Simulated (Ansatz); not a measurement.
Rutile PbO2 was calculated with r²SCAN (Ansatz, a first-principles code, plane waves, PAW).

A relaxed, unreconstructed slab of the (100) face has 18 atoms, two equal faces of 16.975 Å² each and an energy of -78332.2691 eV. A bulk cell of 6 atoms with the same orientation and in-plane k mesh has -26111.4274 eV. Energies are extrapolated to zero smearing.

Settings: plane-wave cutoff 500 eV, 10×14×1 k mesh (along the axes of the cell as run), Fermi–Dirac smearing 0.05 eV, scalar-relativistic PAW data made under PBE.

Worked out: γ = (E_slab − N E_bulk per atom)/2A = [-78332.2691 − 18 × (-26111.4274/6)]/(2 × 16.975) = 0.0593 eV/Å². With 16.022 J/m² per eV/Å² this is 0.95 J/m², or 1.01 eV per surface cell and face.
